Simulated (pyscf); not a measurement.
7 gas-phase steps of one pattern: four-centre exchange on the singlet surface, Cl–H + H–Si or Cl–H + H–Sn or F–H + H–Si or F–H + H–Sn broken and Cl–Si + H–H or Cl–Sn + H–H or F–Si + H–H or F–Sn + H–H formed. Single points on ωB97X-D3(BJ)/def2-SVP structures (PySCF, gas phase). Electronic energies in kcal/mol, from the separated reactants; ΔE‡ and ΔE at ωB97M-D3(BJ)/def2-TZVP. Rows were drawn at random from the steps of this pattern with a verified saddle, stable references and no exit in the data more than 5 kcal/mol lower.

| row | step | ΔE | ΔE‡ |
|---|---|---|---|
| 1 | F–SiH(F)–F (SMILES F[SiH](F)F) + HF (SMILES F) -> F–Si(F)(F)–F (SMILES F[Si](F)(F)F) + H₂ (SMILES [H][H]) | -29.9 | 30.0 |
| 2 | H₃Si–SeH (SMILES [SiH3][SeH]) + HF (SMILES F) -> F–SiH₂–SeH (SMILES F[SiH2][SeH]) + H₂ (SMILES [H][H]) | -28.4 | 28.2 |
| 3 | H₃Si–O–SiH₃ (SMILES [SiH3]O[SiH3]) + HCl (SMILES Cl) → H₃Si–O–SiH₂–Cl (SMILES [SiH3]O[SiH2]Cl) + H₂ (SMILES [H][H]) | -21.7 | 30.2 |
| 4 | H₃C–SnH₃ (SMILES [CH3][SnH3]) + HCl (SMILES Cl) -> H₃C–SnH₂–Cl (SMILES [CH3][SnH2][Cl]) + H₂ (SMILES [H][H]) | -18.3 | ? |
| 5 | SnH₄ (SMILES [SnH4]) + HCl (SMILES Cl) → Cl–SnH₃ (SMILES [Cl][SnH3]) + H₂ (SMILES [H][H]) | -16.1 | 30.0 |
| 6 | HCl (SMILES Cl) + Cl–SnH(Cl)–Cl (SMILES [Cl][SnH]([Cl])[Cl]) -> Cl–Sn(Cl)(Cl)–Cl (SMILES [Cl][Sn]([Cl])([Cl])[Cl]) + H₂ (SMILES [H][H]) | -12.4 | 34.7 |
| 7 | SnH₄ (SMILES [SnH4]) + HF (SMILES F) → F–SnH₃ (SMILES [F][SnH3]) + H₂ (SMILES [H][H]) | -8.6 | 27.4 |

Problem. Fit ΔE‡ = a + b·ΔE to the other rows and predict row 4.

Solution. Over the 6 complete rows the means are -19.5 (ΔE) and 30.1 (ΔE‡); least squares gives b = 0.06 and a = 31.3 kcal/mol, with residuals of 2.3 kcal/mol (root mean square; largest 4.1, row 6). For row 4: 31.3 + 0.06 × (-18.3) = 30.2 kcal/mol. The computed barrier is 26.1 kcal/mol, 4.1 under the line. The scatter is large against the spread of the barriers, so the line says little here. Each barrier is that of the saddle found. Elements up to Kr have no core potential and no relativistic terms here. Elements past Kr carry the def2 core potentials, without spin-orbit coupling.
